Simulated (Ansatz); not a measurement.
One starting cell of Mo (a randomly generated symmetric cell of Mo (space group No. 15)) was relaxed twice with Ansatz (plane waves, PAW, scalar-relativistic): with PBEsol at 420 eV and with PBE at 420 eV. The PBEsol result:

Space group Im-3m (No. 229); a = 3.130 Å, b = 3.130 Å, c = 3.130 Å, α = 90.00°, β = 90.00°, γ = 90.00°

```json
[
 {"atom": "Mo", "site": "2a", "symmetry": "m-3m", "x": "0.0000", "y": "0.0000", "z": "0.0000"}
]
```
(The calculation used a cell of 1 atom; values per cell refer to that cell.)

| quantity | PBEsol | PBE |
|---|---|---|
| space group | Im-3m | Im-3m |
| volume (Å³/atom) | 15.33 | [?] |
| a (Å) | 3.130 | [?] |
| gap (eV, no spin-orbit coupling) | 0.00 | [?] |

Fill in the PBE column.


- volume (Å³/atom), PBE: 15.79
- a (Å), PBE: 3.161
- gap (eV, no spin-orbit coupling), PBE: 0.00

Both levels end in the same structure; PBE's volume is 3.0 % larger. Neither column is exact.

No spin polarisation in the result.

Measured for Mo: a 3.141 Å (static lattice; corrected from measurement; as listed in Daniel Mejia-Rodriguez, S. B. Trickey, Phys. Rev. B (2018)). Computed minus measured — a: PBEsol -0.4 %, PBE +0.6 %. The computed values are for a static lattice.

The run could not lose the symmetry of its start.

Ansatz is an electronic-structure program.
